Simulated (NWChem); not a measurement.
# CH₃, doublet; SMILES [CH3]

```xyz
4

C      0.0000     0.0000     0.0000
H     -0.7709    -0.7709     0.0000
H     -0.2822     1.0531     0.0000
H      1.0531    -0.2822     0.0000
```
Atoms are numbered in this order, from 1.

All runs: NWChem. Spin-unrestricted. In the optimisation the excess spin sits in a2" (D3h, its own frame). Structure relaxed at the PBE0/def2-SVP, spin-unrestricted level. No stability test was run on the SCF state. Solvent water, SMD (1 M gas to 1 M solution), gas-phase geometry. Reactions with the solvent are ignored.

```json
[
 {"level": "PBE0/3-21G", "basis functions": "15", "solvation free energy (kcal/mol)": "2.6", "cavity-dispersion-structure term (kcal/mol)": "3.9"},
 {"level": "PBE0/pcseg-1", "basis functions": "29", "solvation free energy (kcal/mol)": "2.8", "cavity-dispersion-structure term (kcal/mol)": "3.9"},
 {"level": "PBE0/aug-pcseg-1", "basis functions": "50", "solvation free energy (kcal/mol)": "2.7", "cavity-dispersion-structure term (kcal/mol)": "3.9"},
 {"level": "PBE0/pcseg-2", "basis functions": "72", "solvation free energy (kcal/mol)": "2.6", "cavity-dispersion-structure term (kcal/mol)": "3.9"},
 {"level": "PBE0/def2-TZVPP", "basis functions": "73", "solvation free energy (kcal/mol)": "2.7", "cavity-dispersion-structure term (kcal/mol)": "3.9"},
 {"level": "PBE0/def2-QZVP", "basis functions": "147", "solvation free energy (kcal/mol)": "2.7", "cavity-dispersion-structure term (kcal/mol)": "3.9"}
]
```
